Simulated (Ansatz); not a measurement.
# CH (quartet): from Hartree-Fock to the top rungs at distance C1–H2 = 3.731 Å, cc-pVTZ

How much of the correlation energy of CH (quartet) does each wave-function method recover here?

Computed with Ansatz 0.2.0, Gaussian basis. Level: cc-pVTZ, core rule «outside noble gas», up to 1 orbitals frozen.

Plan: UHF; CCSD(T) on ROHF; CCSD(T) on UHF; BCCD(T) on ROHF; CISD as a restricted active space (open shells left free, so some higher excitations enter); CCSDT(Q) on ROHF; CCSDT(Q) on UHF; CASSCF and MRCISD+Q, 5 electrons in 5 orbitals; CASSCF and NEVPT2, 5 electrons in 5 orbitals; Full CI.

14 further runs of the same task are left out: 10 that didn't finish, 4 set aside as unsound or not needed. Runs told in other sessions of the task aren't counted.

**1. What is computed**

The geometry derives from a PBE0/def2-TZVP stationary point (not a proven minimum). One bond is set to the value named and the two fragments are kept rigid.

2 atoms, charge 0, spin multiplicity 4.

Atoms are counted from 1 here; the program's logs count them from 0.

No contacts short enough for the rule that draws bonds.

**2. UHF**

in.yaml

```yaml
crystal:
  periodic: [false, false, false]
  atoms:
    - {symbol: C, position_ang: [0.000000, 0.000000, 0.000000]}
    - {symbol: H, position_ang: [0.000000, 0.000000, 3.731000]}
basis:
  gaussian: {orbitals: cc-pVTZ}
magnetization: {spin_polarized: true, initial_magnetization: 3}
hamiltonian: {xc: hf}
output: {orbitals: {seedname: orbitals}}
```

Command:

```bash
ansatz run in.yaml --threads 1 --pin off --events-out ev --progress --plain --max-ram 2393MiB
```

Further steps of the session: CCSD(T) on ROHF; CCSD(T) on UHF; BCCD(T) on ROHF; CISD as a restricted active space (open shells left free, so some higher excitations enter); CCSDT(Q) on ROHF; CCSDT(Q) on UHF; CASSCF and MRCISD+Q, 5 electrons in 5 orbitals; CASSCF and NEVPT2, 5 electrons in 5 orbitals; Full CI.

Q: Predict the results of all the runs planned. Wanted: FCI from the RHF energy; RMP2 from FCI; UMP2 from FCI; RCCSD from FCI; RCCSD(T) from FCI; UCCSD(T) from FCI; RCCSDT(Q) from FCI; UCCSDT(Q) from FCI; NEVPT2 valence from FCI.

**Answer**, as computed:

| quantity | value |
| --- | --- |
| FCI from the ROHF energy | -2.5731 eV |
| RMP2 from FCI | +621.1 meV |
| UMP2 from FCI | +617.6 meV |
| RCCSD from FCI | +71.2 meV |
| RCCSD(T) from FCI | +13.0 meV |
| UCCSD(T) from FCI | +11.1 meV |
| RCCSDT(Q) from FCI | -0.6 meV |
| UCCSDT(Q) from FCI | -2.4 meV |
| NEVPT2 valence from FCI | +429.9 meV |
| MRCISD+Q valence from FCI | -13.1 meV |
| levels within 1 kcal/mol (43 meV) | RCCSD(T), UCCSD(T), BCCD(T), RCCSDT, UCCSDT, RCCSDT(Q), UCCSDT(Q), MRCISD+Q valence |
| T1 diagnostic | 0.017 |
| effectively unpaired electrons | 3.03 |

RCCSD(T) misses by +13.0 meV, 0.5 % of the correlation energy. UCCSDT(Q), MRCISD+Q valence fall below full CI: unrestricted runs freeze a spin-polarised core, another one than full CI's, and coupled cluster isn't variational. One determinant dominates. Of the multireference levels listed MRCISD+Q valence comes nearest in total energy (-13.1 meV), which doesn't show that its space is the better one. These misses are within one basis, not against nature; the frozen cores of restricted and unrestricted runs differ, which can shift their rows.

Levels on UHF freeze UHF's core orbitals, full CI those of ROHF, so the U rows can settle a little off it for that reason alone.

With open shells the CI space here admits some higher excitations, so it is larger than plain CISD.
